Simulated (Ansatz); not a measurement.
**AlH₂NaS: a rigid scan of the bond length Al3–H5**

An exercise on one series of results from a longer session: the logs are not shown, and one member is left open.

Method: single points in def2-TZVPP; program: Ansatz 0.2.0, Gaussian basis.

Levels: PBE-D4, r2SCAN-D4, PBE0-D4, B3LYP-D4, wB97M-V, Hartree-Fock, MP2, CCSD, CCSD(T). The scan takes 1.395, 1.450, 1.531, 1.625, 1.729, 1.842, 1.962, 2.087, 2.219 Å.

Cores are frozen in the correlated methods. The outer core shell of Li, Na, Mg and K is correlated. B3LYP uses VWN-RPA correlation.

54 further runs of the same task are left out: 54 set aside as unsound or not needed.

## Starting geometry

SMILES `[Na][S][AlH2]`, 5 atoms, charge 0, spin multiplicity 1.

Atoms are counted from 1 here; the program's logs count them from 0.

Bond lengths: Na1–S2 2.439 Å, S2–Al3 2.113 Å, Al3–H4 1.547 Å, Al3–H5 1.547 Å. Angles: Na1–S2–Al3 149.0°, S2–Al3–H4 122.6°, S2–Al3–H5 122.4°, H4–Al3–H5 114.9°.

Coordinates:

```mol
AlH2NaS
  3D, bonds by distance, orders not assigned

  5  4  0  0  0  0  0  0  0  0999 V2000
   -1.2970   -1.2625    2.9122 Na  0  0
    0.0755   -0.7044    0.9746 S   0  0
    0.3166    0.3832   -0.8207 Al  0  0
   -0.1274   -0.1703   -2.1957 H   0  0
    1.0323    1.7540   -0.8704 H   0  0
  1  2  8  0
  2  3  8  0
  3  4  8  0
  3  5  8  0
M  END
```

The first run:

Input file relax/in.yaml:

```yaml
crystal:
  periodic: [false, false, false]
  atoms:
    - {symbol: Na, position_ang: [-1.297000, -1.262450, 2.912190]}
    - {symbol: S, position_ang: [0.075530, -0.704400, 0.974600]}
    - {symbol: Al, position_ang: [0.316590, 0.383220, -0.820710]}
    - {symbol: H, position_ang: [-0.127440, -0.170340, -2.195650]}
    - {symbol: H, position_ang: [1.032320, 1.753960, -0.870430]}
basis:
  gaussian: {orbitals: def2-TZVP}
hamiltonian: {xc: pbe0, dispersion: d4}
relax: {f_tol: 0.005, max_steps: 200}
```

Launch:

```sh
ansatz run in.yaml --threads 2 --pin off --events-out ev --progress --plain --max-ram 4352MiB
```

Steps of the session up to this table: Finding the minimum; The minimum at every level; Al3–H5 = 1.395 Å; Al3–H5 = 1.450 Å; Al3–H5 = 1.531 Å; Al3–H5 = 1.625 Å; Al3–H5 = 1.729 Å; Al3–H5 = 1.842 Å; Al3–H5 = 1.962 Å; Al3–H5 = 2.087 Å; Al3–H5 = 2.219 Å.

One of the session's tables, all rows but one given; the rest of the session is left out.

Energies less that of the minimum at the same level (kcal/mol):

```
bond length (Å)  PBE-D4  PBE0-D4  B3LYP-D4  wB97M-V  Hartree-Fock
          1.395     7.5      7.1       6.6      6.3           6.8
          1.450     3.6      3.3       3.0      2.8           3.0
          1.531     0.6      0.5       0.3      0.3           0.3
1.585 (minimum)     0.0      0.0       0.0      0.0           0.0
          1.625       ?        ?         ?        ?             ?
          1.729     2.2      2.6       2.9      3.1           3.2
          1.842     6.3      7.3       7.6      8.2           8.4
          1.962    12.0     13.5      13.8     14.8          15.5
          2.087    18.8     20.9      21.1     22.6          23.8
          2.219    26.3     29.0      29.1     31.1          32.9
```

Q: Estimate the row for bond length (Å) = 1.625 from the others.

The run gave: PBE-D4: 0.1; PBE0-D4: 0.2; B3LYP-D4: 0.3; wB97M-V: 0.4; Hartree-Fock: 0.4.

Caveats from the session: A polynomial through the near points puts the CCSD(T) minimum 0.005 Å below the PBE0-D4 value.
